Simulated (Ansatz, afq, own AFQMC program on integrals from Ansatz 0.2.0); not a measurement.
Where AFQMC and coupled cluster stand for SiH$_{4}$⁻, doublet

```xyz
5

Si    0.0027   -0.0027   -0.0027
H     0.8674    0.8654    0.8668
H    -0.8673   -0.8696    0.8627
H    -0.8622    0.8640   -0.8734
H     0.7869   -0.7849   -0.7815
```

Basis 6-31++G**. Only valence electrons are correlated. Integrals, coupled cluster, full CI and functionals: Ansatz 0.2.0; the random walks run on the same integrals in our own AFQMC program. ph-AFQMC/CISD is guided by a CISD state made of CCSD amplitudes; releasing the constraint for a short imaginary time cuts its bias at the price of noise, slowly where states lie close. ± is one standard error of the sampling.

Determinant: UHF, the one that the program's search chose, which needn't be the lowest solution. The geometry is a point of a scan.

No full CI on the walks' own integrals is used here; CCSDT(Q) serves as the reference and is uncertain by about the last step of the cluster series.

```
T1 diagnostic                               : 0.0149
weight of the determinant in the CISD state : 0.922
⟨S²⟩ of the determinant                     : 0.751
size of the correlated space                : 9 electrons in 42 orbitals
```

Reference: CCSDT(Q), correlation energy -4.000 eV. The released energy is read at 2.40 1/Eh (meV from the phaseless value at times in 1/Eh: 1 ± 5 at 0.24, 7 ± 4 at 0.51, 7 ± 5 at 0.99, 15 ± 5 at 1.62, 6 ± 6 at 2.40).

| level | E − E(reference) (mEh) | share of correlation (%) |
| --- | --- | --- |
| HF | 147.01 | 0.00 |
| MP2 | 31.12 | 78.83 |
| CCSD | 3.60 | 97.55 |
| CCSD(T) | 0.72 | 99.51 |
| CCSDT | 0.05 | 99.96 |
| ph-AFQMC/CISD | -0.35 ± 0.15 | 100.24 |
| released AFQMC | -0.13 ± 0.24 | 100.09 |

A walk keeps the symmetry of its determinant, which the program's search chose and which needn't be the lowest solution, so a lower state of the same spin and another symmetry isn't excluded. Released energies are given only where the last usable release times agree within the noise; a slower fall can still hide under it.
